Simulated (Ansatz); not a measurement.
A made-up structure of SiHSO, doublet:

```xyz
4
angstrom
O 0.8246 -0.7983 0.3496
Si -0.8856 -1.2836 0.1415
S -0.0654 0.6022 0.3575
H 0.1080 1.3958 -0.7333
```

It is relaxed with PBE-D4/def2-SVP and then PBE0-D4/def2-TZVP (Ansatz 0.2.0). Atoms count as bonded within 1.22 times the sum of their covalent radii (H–H: 0.88 Å). The end point is not checked to be a true minimum.

Q: Does its bonding change? (A judgement: the text doesn't fix the answer.)

A: The calculation gives: No: no bond forms or breaks.

Where it ends: The first stage lowers the energy by 0.64 eV in 6 steps. It ends as SiHSO ([O]1[Si][SH]1):
```
4
angstrom
O 0.7528 -0.7158 0.3039
Si -0.8869 -1.3353 0.0587
S 0.0259 0.7414 0.5080
H 0.0899 1.2258 -0.7552
```

Labels in which every atom is bracketed show which atoms are joined, not bond orders.

For scale, one of the runs: PBE0-D4/def2-TZVP relaxation, 111 basis functions, launched by `ansatz run in.yaml --threads 2 --pin off --events-out ev --progress --plain --max-ram 4352MiB`. The run took about 18 s on 2 CPU threads of an Arm Neoverse V1 (shared host).
